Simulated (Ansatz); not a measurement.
Molecule: thioethanol, C$_{2}$H$_{6}$S, net charge 0, singlet state. SMILES: CCS
Structure (B3LYP-D3(BJ)/def2-TZVP (Ansatz, a quantum-chemistry and plane-wave program) minimum search):
```
C
H 1 1.0895
H 1 1.0895 2 108.66
C 1 1.5216 2 110.62 3 -121.62
H 4 1.0912 1 111.13 2 -59.55
H 4 1.0912 5 108.12 1 122.21
H 4 1.0914 5 108.11 6 116.82
S 1 1.8346 2 108.91 3 118.50
H 8 1.3430 1 97.16 2 -59.17
```
Charge 0, spin multiplicity 1.

CCSD(T) with Ansatz in growing basis sets, 20 correlated electrons. Cores are frozen in the correlated levels unless marked. UHF or UKS for open shells. Spin-orbit coupling is left out. Non-relativistic. Costs are ratios of core time to the smallest set, on shared machines of one kind, and rough; they hold the program's checks for lower states.

```json
[
 {"basis": "aug-cc-pV(D+d)Z", "functions": "132", "cost over smallest": "1×", "E(corr) (Eh)": "-0.5178", "electronic atomisation energy (kcal/mol)": "722.7"},
 {"basis": "aug-cc-pV(T+d)Z", "functions": "285", "cost over smallest": "8×", "E(corr) (Eh)": "?", "electronic atomisation energy (kcal/mol)": "?"}
]
```

Task: What does the step to aug-cc-pV(T+d)Z buy, and how does its cost grow by formal scaling?

Result: Formally CCSD grows as o²v⁴ and (T) as o³v⁴; with o = 10 and v going from 115 to 268 both grow 29-fold in the last step, while integrals and the mean field grow more slowly. That step adds 98.0 mEh of correlation energy and 32.8 kcal/mol to the atomisation energy. Row: E(corr) (Eh) -0.6158, electronic atomisation energy (kcal/mol) 755.5.
